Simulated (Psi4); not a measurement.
Psi4 input (wB97X-D/6-311+G**):

```
memory 1500 MB

molecule {
0 2
C     0.03744685    0.00324337    0.50825858
F    -0.03836255    1.09650981   -0.24435931
F    -0.08494317   -1.09763667   -0.22692580
H     0.88507040   -0.00931849    1.19201449
symmetry c1
no_reorient
no_com
}

set {
  basis 6-311+G**
  reference uks
  scf_type pk
  dft_radial_points 99
  dft_spherical_points 590
  e_convergence 1e-8
  d_convergence 1e-7
  maxiter 150
}

e = energy('wb97x-d')
print_out(f'\nFINAL {e:.10f} DIPOLE {variable("CURRENT DIPOLE")[0]:.6f} {variable("CURRENT DIPOLE")[1]:.6f} {variable("CURRENT DIPOLE")[2]:.6f}\n')
```

### Question
Predict the final energy.

### Answer
-238.32185 Eh.
